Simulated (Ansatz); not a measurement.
Relaxation of C3H3ClO (8 atoms, charge 0, multiplicity 1), to a largest force component of 0.02 eV/Å in at most 40 steps.

These are results of RKS revPBE-D4/6-31G* (Ansatz 0.2.0), not measurements.

```xyz
8
Properties=species:S:1:pos:R:3
C -0.633 -0.655 0.414
C 0.486 0.216 0.013
Cl 1.835 0.161 1.030
C 0.657 0.998 -1.030
O 0.651 1.672 -1.993
H -1.057 -0.296 1.386
H -1.476 -0.501 -0.310
H -0.370 -1.653 0.435
```

Q: Where does it end, and by what steps?

A: The run converged. After 6 steps the energy has fallen by 0.344 eV; Cl3 moved furthest, 0.12 Å.

```tsv
step	energy less start (eV)	largest force component (eV/Å)	accepted
0	0.0000	3.086	yes
1	-0.2744	0.918	yes
2	-0.3378	0.363	yes
3	-0.3414	0.185	yes
4	-0.3428	0.228	yes
5	-0.3439	0.033	yes
6	-0.3441	0.017	yes
```

```xyz
8
Properties=species:S:1:pos:R:3
C -0.673 -0.621 0.403
C 0.521 0.215 0.031
Cl 1.943 0.186 1.078
C 0.597 0.991 -1.047
O 0.653 1.680 -2.011
H -1.069 -0.323 1.391
H -1.475 -0.493 -0.344
H -0.405 -1.693 0.443
```

Whether the end is a true minimum wasn't checked by a vibrational analysis.

Run time: 14 s on 1 thread of Arm Neoverse V1, on a shared host, peak memory 0.11 GiB.
